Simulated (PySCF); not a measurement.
## Where does `C=C(F)C(=O)O` (C3H3FO2) take a proton?

System: `C=C(F)C(=O)O` (C3H3FO2). Numbering: `[CH2:1]=[C:2]([F:3])[C:4](=[O:5])[OH:6]`

Computed at B3LYP-D3(BJ)/def2-TZVP // PBE0-D3(BJ)/def2-SVP with PySCF (density fitting, grid level 2). Zero-point and thermal terms (298.15 K, 1 bar) come from unscaled PBE0-D3(BJ)/def2-SVP harmonic frequencies, with soft modes damped to free rotors in the entropy.

| site | product | PA / kJ/mol | GB / kJ/mol | gas share | above best in chloroform / kJ/mol |
| --- | --- | --- | --- | --- | --- |
| O5 (carboxyl C=O oxygen) | `C=C(F)C(O)=[OH+]` | 795 | 763 | > 99.9 % | 0.0 |
| C1 (alkene carbon) | `CC(=[F+])C(=O)O` | 695 | 669 | < 0.1 % | 84.7 |

PA is −ΔH and GB is −ΔG of B + H⁺ → BH⁺ in the gas phase. Shares are Boltzmann weights among the listed products; an error of 10 kJ/mol changes a ratio about 56-fold. Sites whose products fell apart, merged with another or lost in a GFN2-xTB screen aren't listed. Values in solvent are IEF-PCM free energies relative to the most favourable product.

Among these, O5 (carboxyl C=O oxygen) wins by 94 kJ/mol in gas-phase free energy over C1.

In chloroform the product from O5 is solvated 190 kJ/mol more strongly than the parent (electrostatics only).

Known limits: O6 is not listed: the run failed or kept an imaginary mode, or the ion rearranged or equalled another; a site not listed may be the best one.
